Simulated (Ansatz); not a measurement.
**Si2C+ (quartet): from Hartree-Fock to the top rungs, def2-QZVPP**

The task here is to estimate one member of a computed series from the others.

Program: Ansatz 0.2.0, Gaussian basis. Level of theory: def2-QZVPP, core rule «outside noble gas», up to 11 orbitals frozen. These are calculated values, not measurements.

The runs, in order: UHF; ROHF; CCSD(T) on UHF.

2 further runs of the same task are left out: 2 set aside as unsound or not needed.

## The system

The geometry is a PBE0/def2-TZVP stationary point (not a proven minimum) of the parent state, kept for this charge and spin.

3 atoms, charge 1, spin multiplicity 4.

Atoms are counted from 1 here; the program's logs count them from 0.

Bond lengths: C1–Si2 1.825 Å, C1–Si3 1.757 Å, Si2–Si3 2.287 Å. Angles: Si2–C1–Si3 79.3°, C1–Si2–Si3 49.0°, C1–Si3–Si2 51.6°.

Set-up of the first run:

The input, in.yaml:

```yaml
crystal:
  periodic: [false, false, false]
  atoms:
    - {symbol: C, position_ang: [0.000000, -1.134324, -0.058627]}
    - {symbol: Si, position_ang: [0.000000, 0.227422, 1.155842]}
    - {symbol: Si, position_ang: [0.000000, 0.257669, -1.130771]}
basis:
  gaussian: {orbitals: "def2-QZVPP.json"}
total_charge: 1
magnetization: {spin_polarized: true, initial_magnetization: 3}
hamiltonian: {xc: hf}
output: {orbitals: {seedname: orbitals}}
```

Launch:

```bash
$ ansatz run in.yaml --threads 1 --pin off --events-out ev --progress --plain --max-ram 2393MiB
```

Among the steps run: UHF; ROHF; CCSD(T) on UHF.

One of the session's tables, all rows but one given; the rest of the session is left out.

| method | from UCCSD(T) (kJ/mol) |
| --- | --- |
| ROHF | +942.1 |
| UHF | +899.0 |
| UMP2 | ? |
| UCCSD | +65.7 |
| UCCSD(T) | 0 |

Estimate the missing values for UMP2.

As computed: from UCCSD(T) (kJ/mol): +132.9. In the column «from UCCSD(T) (kJ/mol)» it lies between UCCSD (+65.7) and UHF (+899.0).
